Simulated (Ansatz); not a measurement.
A nudged elastic band was laid between two geometries of FH + H4Si (7 atoms, charge 0, multiplicity 1).

Method: RKS CAM-B3LYP-D4/def2-SVP (Ansatz).

```
movable images  : 5
climbing image  : yes
spring          : 5.0 eV/Å²
optimiser       : quadratic models (default)
start path      : through a guess of the saddle point
force threshold : 0.03 eV/Å
iteration limit : 60
end points      : relaxed
```

Initial state:

```xyz
7
Properties=species:S:1:pos:R:3
Si 0.273 0.000 -0.110
H 0.271 0.000 1.383
H 1.692 0.000 -0.558
H -0.403 1.223 -0.608
H -0.403 -1.223 -0.608
F -2.417 0.000 1.234
H -1.780 0.000 1.907
```

Final state:

```xyz
7
Properties=species:S:1:pos:R:3
Si -0.230 0.000 -0.746
H -0.608 0.000 3.464
H 1.122 0.000 -0.134
H -0.431 1.219 -1.567
H -0.431 -1.219 -1.567
F -1.331 0.000 0.450
H -0.856 0.000 2.741
```

**Question.** What changes between the two ends?

**Answer.** Bonds broken: Si1–H2, F6–H7. Bonds formed: Si1–F6, H2–H7. FH + H4Si becomes FH3Si + H2.

**Question.** What energy profile does the band end with?

**Answer.** The run converged. The highest image is number 2 of 0 to 6, 1.38 eV above the first end and 2.37 eV above the last; the last end lies 0.99 eV below the first. Neighbouring images differ by up to 1.4 eV, so the band resolves the path poorly. A vibrational analysis at the climbing image gives 2 clearly imaginary modes (1215i, 116i cm⁻¹): a point of higher order, so a lower path passes nearby. The orbitals stay closed-shell, which can raise the energy where a bond breaks towards radicals; this wasn't checked here.

| image | path coordinate (Å) | energy (eV) | Si1–H2 (Å) | F6–H7 (Å) | Si1–F6 (Å) |
| --- | --- | --- | --- | --- | --- |
| 0 | 0.00 | 0.00 | 1.49 | 0.93 | 3.01 |
| 1 | 0.74 | 0.24 | 1.52 | 0.94 | 2.52 |
| 2 | 1.48 | 1.38 | 1.73 | 1.20 | 1.92 |
| 3 | 2.27 | -0.03 | 2.28 | 1.72 | 1.66 |
| 4 | 3.06 | -0.83 | 2.94 | 2.07 | 1.63 |
| 5 | 3.85 | -0.98 | 3.71 | 2.31 | 1.63 |
| 6 | 4.64 | -0.99 | 4.23 | 2.34 | 1.63 |

**Question.** What is the geometry of the highest image?

**Answer.** 
```xyz
7
Properties=species:S:1:pos:R:3
Si -0.198 0.000 -0.046
H 0.053 0.000 1.664
H 1.302 0.000 -0.075
H -0.563 1.271 -0.711
H -0.563 -1.271 -0.711
F -1.874 0.000 0.893
H -0.924 0.000 1.627
```

Run time: 83 s on 1 thread of Arm Neoverse V1, on a shared host, peak memory 0.12 GiB.
